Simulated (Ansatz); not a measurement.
We consider zinc-blende CdTe, described by HSE06 in Ansatz (plane waves, PAW).

The same calculation (at the measured cell, 34.012 Å³/atom) with different numerical settings:

| run | k mesh | gap on the mesh (eV) | total energy (eV/atom) |
|---|---|---|---|
| 1 | 4×4×4 | 1.654 | -7621.7929 |
| 2 | 6×6×6 | 1.637 | -7621.8160 |
| 3 | 8×8×8 | 1.634 | -7621.8178 |
| 4 | 10×10×10 | 1.633 | -7621.8180 |

In the column total energy (eV/atom) the first row differs from the last by +0.0251 and the next to last by +0.0002.

The last row is no converged limit: other settings stay fixed.

Spin–orbit coupling is not included.

Ansatz is a program for electronic structure.
